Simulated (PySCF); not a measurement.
Species: phosphorus pentafluoride, PF₅.
Geometry (PBE0-D3(BJ)/def2-SVP, Å), atoms numbered from 1 in this order:
```xyz
6
PF5 angstrom
F      1.562    0.222   -0.208
P     -0.001    0.017    0.020
F     -0.228    1.561   -0.125
F      0.288   -0.600    1.433
F     -0.061   -0.900   -1.251
F     -1.563   -0.195    0.248
```

Linear response at CAM-B3LYP/def2-SVPD (PySCF, frozen core in the response, non-relativistic).

Static isotropic polarisability: 26.51 au (3.93 Å³), principal values 26.1, 26.2, 27.1 au.

What is the polarisability at 1064 nm and at the sodium D line?

26.60 au at 1064 nm (+0.3 %), 26.81 au at 589.3 nm (+1.2 %). The rise at 589.3 nm is 3.31 times that at 1064 nm; a pure ω² law gives 3.26. The lowest singlet lies at 122 nm, shorter than both wavelengths.

What is the isotropic C6 coefficient between two such molecules, C6 = (3/π)∫α(iω)² dω?

455.3 au (Eh·bohr⁶) by a ten-point quadrature over imaginary frequencies, which is 272 eV·Å⁶ or 26.2 J·nm⁶/mol.

Which effective excitation energy ω̄ makes London's formula C6 = (3/4)α²ω̄ exact here?

ω̄ = 4·C6/(3α²) = 0.864 Eh = 23.5 eV. A one-pole form α(ω) = α/(1 − ω²/ω̄²) fitted to the 1064 nm value gives 19.7 eV.

What does −C6/R⁶ come to at R = 12 Å between centres?

-8.8 J/mol. This is the leading, orientation-averaged term; C8 and higher terms are left out.

What n − 1 at the D line would an ideal gas of it have at 273.15 K and 1 atm (2.6868 × 10¹⁹ cm⁻³), by n − 1 = 2π·N·α′?

6.71 × 10⁻⁴, a formal value whether or not that pressure can be reached.

What three-body coefficient follows from the one-pole estimate C9 = (3/4)·α·C6?

9050 au. This is an estimate from the two numbers above, not a computed integral.

What molar refraction at the D line follows from R = (4π/3)·N_A·α′, with α′ the polarisability volume?

α′ = 3.97 Å³ gives R = 10.02 cm³/mol, for isolated, non-vibrating species.
